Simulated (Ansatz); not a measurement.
in.yaml

```yaml
crystal:
  periodic: [false, false, false]
  atoms:
    - {symbol: B, position_ang: [0.000000, -0.717740, 1.080601]}
    - {symbol: Si, position_ang: [0.000000, -0.007888, -0.777449]}
    - {symbol: B, position_ang: [0.000000, 0.884552, 0.923210]}
    - {symbol: H, position_ang: [0.000000, -1.569398, 0.170474]}
basis:
  gaussian: {orbitals: cc-pVDZ}
magnetization: {spin_polarized: false, initial_magnetization: 5}
correlation: {method: mp2, electrons: outside_noble_gas}
scf: {lower_state_search: off}
```

```sh
$ ansatz run in.yaml --threads 1 --pin off --events-out ev --progress --plain --max-ram 2393MiB
```

Output:

```
these checks for a lower state are left out or cut short: stability, starts, cluster_reference, orbital_swaps, neighbouring_geometries, increment
493 factors; integrals over basis functions are off by at most 1.2e-3 eV
mean field evaluation 1: about -9211.0952 eV, gradient 1.1e1 eV
mean field evaluation 2: about -9211.2614 eV, gradient 1.1e1 eV
mean field evaluation 4: about -9213.1209 eV, gradient 1.9e0 eV
mean field evaluation 8: about -9213.2156 eV, gradient 4.5e-1 eV
mean field evaluation 16: about -9213.2251 eV, gradient 2.5e-4 eV
mean field -9213.22511726 eV, -338.5797781112 hartree, gradient 1.6e-6 eV, S^2 8.750000; 0 other end points of the search recorded, 0 dependent functions left out
7 core orbitals not correlated: weight in the atoms' cores, before any rotation towards them, 1.000 or more for the frozen orbitals, at most 0.000 for the correlated occupied ones
reference -9213.22511726 eV, -338.5797781112 hartree; 8, 3 occupied and 36, 41 virtual orbitals, 493 factors
second order -4.96042180 eV of doubles, -0.11122282 eV of singles
Total energy: -9218.29676188 eV, -338.7661576133 hartree
Checks for a lower state left out: stability, starts, cluster_reference, orbital_swaps, neighbouring_geometries, increment
```

Ran on 1 thread of Arm Neoverse V1, shared host: 0.33 s wall, 0.06 GiB peak host memory.
